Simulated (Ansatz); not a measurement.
**LiH (singlet): the correlation ladder, cc-pVDZ**

The task here is to estimate one member of a computed series from the others.

The runs use Ansatz 0.2.0, Gaussian basis; cc-pVDZ, core rule «outside noble gas», up to 1 orbitals frozen.

Plan: UHF; CCSD(T) on RHF; BCCD(T) on RHF; Full CI.

21 further runs of the same task are left out: 10 for a known fault of the program, 1 that didn't finish, 10 set aside as unsound or not needed.

## What is computed

The geometry is an MP2(full)/6-31G* stationary point (not a proven minimum).

2 atoms, charge 0, spin multiplicity 1.

Atoms are counted from 1 here; the program's logs count them from 0.

Bond lengths: Li1–H2 1.640 Å.

Set-up of the first run:

in.yaml reads:

```yaml
crystal:
  periodic: [false, false, false]
  atoms:
    - {symbol: Li, position_ang: [0.000000, 0.000000, 0.000000]}
    - {symbol: H, position_ang: [0.000000, 0.000000, 1.640000]}
basis:
  gaussian: {orbitals: cc-pVDZ}
magnetization: {spin_polarized: true, initial_magnetization: 0}
hamiltonian: {xc: hf}
output: {orbitals: {seedname: orbitals}}
```

Command:

```console
ansatz run in.yaml --threads 1 --pin off --events-out ev --progress --plain --max-ram 2502MiB
```

Among the steps run: UHF; CCSD(T) on RHF; BCCD(T) on RHF; Full CI.

One table of the session follows, with a row left open; its other results are not shown here.

| method | from FCI (kJ/mol) |
| --- | --- |
| RHF | ? |
| RMP2 | +21.8 |
| RCCSD | 0.0 |
| RCCSD(T) | 0.0 |
| BCCD(T) | 0.0 |
| FCI | 0 |

Q: Estimate the row for RHF from the others.

**Answer.** from FCI (kJ/mol): +80.5. In the column «from FCI (kJ/mol)» it is the highest.

With the free atoms at the same levels and basis (separate runs), the atomisation energy is 2.250 eV at FCI, 2.250 eV at RCCSD(T), 1.416 eV at RHF.
